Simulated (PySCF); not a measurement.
Process, species as SMILES: OO (H2O2) + H+ → O[OH2+]
B3LYP-D3(BJ)/def2-TZVP geometries, fixed; electronic energies without zero-point terms; positive where energy is released.

Basis-set convergence of the proton affinity at PBE with PySCF. All functions are spherical. Density fitting with generated auxiliary sets. No added dispersion term, no relativity. Functions are those of the species that has most. Reference: the value in def2-QZVPPD, 165.58 kcal/mol, itself unsure by roughly 0.66 kcal/mol (its mean distance from pcseg-3, def2-QZVPP, cc-pVQZ). Deviations are taken from unrounded values. Cost is core time over that of 6-31G**, rough, on shared machines of one kind.

| basis | functions | proton affinity (kcal/mol) | minus reference (kcal/mol) | cost |
|---|---|---|---|---|
| 6-31G** | 43 | 172.57 | 6.99 | 1× |
| cc-pVDZ | 43 | 171.02 | 5.44 | 0.9× |
| pcseg-1 | 43 | 164.07 | -1.51 | 1× |
| 6-311G** | 54 | 169.70 | 4.12 | 1× |
| aug-cc-pVDZ | 73 | 164.16 | -1.42 | 2× |
| aug-pcseg-1 | 73 | 162.34 | -3.24 | 2× |
| def2-TZVP | 80 | 166.17 | 0.59 | 2× |
| 6-311++G(2d,2p) | 84 | 164.99 | -0.59 | 3× |
| cc-pVTZ | 102 | 168.40 | 2.82 | 3× |
| pcseg-2 | 102 | 165.76 | 0.18 | 3× |
| def2-TZVPP | 104 | 166.82 | 1.24 | 3× |
| jun-cc-pV(T+d)Z | 120 | 165.34 | -0.24 | 4× |
| def2-TZVPPD | 131 | 165.47 | -0.11 | 3× |
| 6-311++G(3df,3pd) | 132 | 165.42 | -0.16 | 3× |
| aug-cc-pVTZ | 161 | 165.42 | -0.16 | 4× |
| cc-pVQZ | 200 | 167.00 | 1.42 | 6× |
| def2-QZVPP | 204 | 166.06 | 0.48 | 7× |
| pcseg-3 | 219 | 165.65 | 0.07 | 7× |
